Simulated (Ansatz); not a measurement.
A calculation with Ansatz (development build ahead of 0.2.0).

```yaml
crystal:
  periodic: [false, false, false]
  atoms:
    - { symbol: F, position_ang: [-1.09959, -0.72411, 0.13453] }
    - { symbol: H, position_ang: [-0.35321, -0.76637, 0.64365] }
    - { symbol: F, position_ang: [1.09432, 0.71052, -0.11539] }
    - { symbol: H, position_ang: [0.35171, 0.76253, -0.62927] }
basis:
  gaussian: { orbitals: def2-SVP }
total_charge: 1
magnetization:
  spin_polarized: true
  initial_magnetization: 1
hamiltonian:
  xc: hf
correlation:
  method: mp2
  frozen_orbitals: { F: 1, H: 0 }
output:
  forces: true
```

The input is written out in the form of the current development build from the run's settings.

The run gave:

```yaml
Converged: yes
Reference_energy: -199.33625 hartree
Correlation_energy: -0.34525 hartree
Total_energy: -199.68151 hartree
Spin_squared_of_the_determinant: 0.754
Stability_test: minimum
```

Forces (eV/Å):
```json
{"atom": "F1", "Fx": "-4.730", "Fy": "-0.112", "Fz": "-2.811"}
{"atom": "H2", "Fx": "4.932", "Fy": "0.001", "Fz": "3.059"}
{"atom": "F3", "Fx": "0.123", "Fy": "-0.911", "Fz": "1.082"}
{"atom": "H4", "Fx": "-0.324", "Fy": "1.023", "Fz": "-1.329"}
```

Caution: MP2 on this radical cation hangs on the determinant chosen.
